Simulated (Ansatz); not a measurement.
# Structure relaxation of Al

The calculation used Ansatz 0.2.0, DFT r2SCAN, scalar-relativistic, plane waves, PAW. Cutoff 500 eV, Γ-centred k mesh, Gaussian smearing, no spin polarisation in the final step.

Al was placed on the black phosphorus structure type (Cmce, No. 64), at a guessed volume.

```
CELL_PARAMETERS angstrom
1.60099 -5.07867 0.00000
1.60099 5.07867 0.00000
0.00000 0.00000 4.23706
ATOMIC_POSITIONS crystal
Al 0.09800 0.90200 0.91000
Al 0.59800 0.40200 0.59000
Al 0.90200 0.09800 0.09000
Al 0.40200 0.59800 0.41000
```

Cell and atoms relax at zero pressure; the relaxation can't lower the symmetry of the start. After a coarse first stage the cell is made exact in the group found at 0.06 Å.

Energies count from the standard state of Al at the same level.

Describe the relaxed structure.

It ends in Fmmm (No. 69). Conventional cell: a = 2.785 Å, b = 4.857 Å, c = 10.298 Å. Around Al lie 9 Al at 2.74–2.80 Å.

Space group Fmmm (No. 69). a = 2.785 Å, b = 4.857 Å, c = 10.298 Å, α = 90.00°, β = 90.00°, γ = 90.00°
| atom | site | symmetry | x | y | z |
| --- | --- | --- | --- | --- | --- |
| Al | 8i | mm2 | 0.0000 | 0.0000 | 0.8671 |

What are its volume, energy, density and gap?

The volume per atom is 17.41 Å³. The density is 2.57 g/cm³. The energy over the standard structure is 0.18 eV/atom and the gap on the 22×22×22 mesh is 0 eV (a metal).

The final run used a 22×22×22 mesh on its 2-atom cell and 0.10 eV smearing. For metals, differences of a few meV/atom aren't resolved. Symmetry constrained the relaxation, so the result can be a saddle point.

This form isn't the element's structure at ambient conditions.